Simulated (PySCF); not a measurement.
From results back to the method.

Species: C₅H₁₀S.
Numbering: `[CH3:1][S:2][C@@H:3]1[CH2:4][C@@H:5]1[CH3:6]` (hydrogens: H7, H8, H9 on C1; H10 on C3; H11, H12 on C4; H13 on C5; H14, H15, H16 on C6)

The closed-shell ground state was solved 5 times with PySCF (density fitting, gas phase), always with PBE0, in these basis sets: 6-31+G*, aug-cc-pVDZ, def2-SVP, def2-SVPD and def2-TZVP. One conformer (not necessarily the lowest) at the PBE0-D3(BJ)/def2-SVP geometry, without solvent, vibrations or thermal averaging.

```
row  total energy (Eh)  HOMO (eV)  LUMO (eV)  dipole (D)
  P          -594.4154      -6.21       0.87        1.58
  Q          -594.3571      -6.23      -0.11        1.65
  R          -594.0700      -6.13       1.42        1.51
  S          -594.0857      -6.25       0.52        1.68
  T          -594.3166      -6.22       0.25        1.71
```

Question: Which basis belongs to which row?

Answer: P = def2-TZVP, Q = aug-cc-pVDZ, R = def2-SVP, S = def2-SVPD, T = 6-31+G*. From the lowest total energy up: def2-TZVP (252 functions) 0 eV; aug-cc-pVDZ (232 functions) +1.59 eV; 6-31+G* (132 functions) +2.69 eV; def2-SVPD (207 functions) +8.97 eV; def2-SVP (138 functions) +9.40 eV.

Shape of the structure used: `[CH3:1][S:2][C@@H:3]1[CH2:4][C@@H:5]1[CH3:6]`: C1–S2–C3–C4 151°.
